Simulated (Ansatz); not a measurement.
Forces away from equilibrium

CH$_{2}$F (SMILES [CH2-]F) (charge -1), singlet, displaced at random from its PBE0-D4/def2-TZVPD minimum.

C1  (0.047, -0.089, -0.460)
F2  (0.975, 0.731, 0.420)
H3  (-0.928, 0.423, -0.227)
H4  (-0.027, -1.019, 0.172)
(Å)

Ansatz 0.2.0; basis: def2-TZVPPD; cores frozen in the correlated methods.

CCSD(T) forces from the calculation:
```csv
atom,Fx,Fy,Fz (eV/Å)
C1,-0.186,-0.030,0.458
F2,0.093,0.046,-0.074
H3,0.158,-0.194,-0.131
H4,-0.066,0.178,-0.253
```

**Question.** Which atom feels the largest CCSD(T) force, and how large is it?

**Answer.** C1, 0.50 eV/Å, along (-0.37, -0.06, 0.93).

Root-mean-square difference of the force components from those of CCSD(T): PBE-D4 0.159; r2SCAN-D4 0.050; PBE0-D4 0.116; wB97M-V 0.062 eV/Å.

No T1 diagnostic of these runs exceeds 0.015.

For scale, one of the runs: CCSD(T)/def2-TZVPPD forces, 111 basis functions (an equivalent command: `ansatz run in.yaml --threads 2`). Hardware: 2 CPU threads, shared host. Wall time 19 s; peak host memory 0.72 GiB.
